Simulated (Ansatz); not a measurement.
SnH₃⁻, triplet: reading a ladder of total energies

Geometry: a PBE0/def2-TZVPD stationary point for this spin, not checked as a minimum.

```csv
atom,x (Å),y (Å),z (Å)
Sn,0.0000,-0.0123,0.0000
H,0.0000,-0.1535,-1.9014
H,0.0000,1.7590,0.0000
H,0.0000,-0.1535,1.9014
```

Basis def2-SVPD with its core potentials; Ansatz 0.2.0. Correlated methods freeze the noble-gas cores and the filled d shells of p-block atoms, which leaves 8 electrons in 47 orbitals. Prefix R: restricted or restricted open-shell reference; prefix U: unrestricted. No spin–orbit coupling is included; scalar relativity enters through the core potentials alone.

Full CI isn't at hand for all of this; UCCSDT(Q) serves as the reference, and is uncertain by the last step of the cluster series or more.

UCCSD has a T1 diagnostic of 0.020 and a largest doubles amplitude of 0.06.

Runs differ by some tens of microhartree through their thresholds and, for an open shell, their frozen cores, so steps under 0.03 kcal/mol mean nothing.

Here the R and U totals at CCSDT(Q) differ by 0.19 kcal/mol, a measure of how far such totals hang on the determinant and its frozen core.

```csv
level,total energy (hartree)
UHF,-215.004123
UMP2,-215.102005
UCCSD,-215.131523
UCCSD(T),-215.134871
UCCSDT,-215.135853
UCCSDT(Q),-215.135961
```

Problem. What is the correlation energy at UCCSDT(Q), and what share of it do UMP2 and UCCSD recover?

Solution. E(corr) = -215.135961 − (-215.004123) = -0.131838 hartree = -3.587 eV. UMP2: -0.097882 / -0.131838 = 74.24 %. UCCSD: -0.127400 / -0.131838 = 96.63 %.

Problem. By how many kcal/mol does UCCSD(T) miss UCCSDT(Q) (1 hartree = 627.509 kcal/mol), and which steps make up the rest?

Solution. -215.134871 − (-215.135961) = 0.001090 hartree = 0.68 kcal/mol. Steps: UCCSDT − UCCSD(T) = -0.62, UCCSDT(Q) − UCCSDT = -0.07 kcal/mol. That is within 1 kcal/mol of the reference in this basis, which itself misses far more of the correlation at the basis-set limit.
